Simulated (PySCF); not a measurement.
CH5N. Atoms are numbered in the order given.

```xyz
7

C     -0.7012    -0.0177     0.0000
N      0.7452     0.1211     0.0000
H     -1.1131     0.4854     0.8777
H     -1.1131     0.4854    -0.8777
H     -1.0753    -1.0520     0.0000
H      1.1463    -0.3301     0.8120
H      1.1463    -0.3301    -0.8120
```
Charge 0, spin multiplicity 1.

The structure is a stationary point at PBE0-D3(BJ)/def2-TZVP.

Computed with TDA-PBE/def2-TZVPD (PySCF 2.14.0).

Vertical excitations. The molecule is in vacuum. State labels are in the subgroup Cs.

Computed UV-visible absorptions:
| state | symmetry | energy (eV) | λ (nm) | f | main pairs |
|---|---|---|---|---|---|
| S1 | A' | 5.18 | 239 | 0.006 | HOMO→LUMO 100 % |
| S2 | A' | 6.01 | 206 | 0.042 | HOMO→LUMO+1 99 % |
| S3 | A" | 6.77 | 183 | 0.006 | HOMO→LUMO+2 100 % |
| S4 | A' | 7.18 | 173 | 0.077 | HOMO→LUMO+3 100 % |
| S5 | A" | 7.71 | 161 | 0.001 | HOMO→LUMO+4 100 % |
| S6 | A' | 8.04 | 154 | 0.001 | HOMO→LUMO+5 99 % |
| S7 | A' | 8.33 | 149 | 0.010 | HOMO→LUMO+6 98 % |
| S8 | A" | 8.58 | 144 | 0.004 | HOMO−1→LUMO 100 % |
| S9 | A" | 8.81 | 141 | 0.000 | HOMO→LUMO+7 100 % |
| S10 | A" | 9.44 | 131 | 0.068 | HOMO−1→LUMO+1 100 % |
| T1 | A' | 4.96 | 250 | 0 | HOMO→LUMO 99 % |
| T2 | A' | 5.81 | 213 | 0 | HOMO→LUMO+1 99 % |
| T3 | A" | 6.58 | 188 | 0 | HOMO→LUMO+2 99 % |
| T4 | A' | 6.98 | 178 | 0 | HOMO→LUMO+3 99 % |
Triplets are in the Tamm–Dancoff approximation.
